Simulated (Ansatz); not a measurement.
Results of HSE06-D3(BJ) (plane waves, PAW; Ansatz, an electronic-structure program) for rhombohedral A7 Sb.

Run with plane-wave cutoff 460 eV, 8×8×8 k mesh, Fermi–Dirac smearing 0.05 eV, scalar-relativistic PAW data made under PBE.

Computed at the level's own relaxed cell.

Task: What does this level give for the lattice parameter a and lattice parameter c?

Result: 
- lattice parameter a: 4.257 Å
- lattice parameter c: 10.947 Å

Measured, for comparison: lattice constant a 4.301 Å, lattice parameter c 11.232 Å (78 K, zero-point motion not removed; as tabulated in Schiferl, Barrett, J. Appl. Cryst. 2, 30 (1969), COD 9009654). Computed (rounded) less measured: lattice constant a -1.0 %, lattice parameter c -2.5 %.

Spin–orbit coupling is not included.

The computed numbers hold no vibrational or temperature effects.
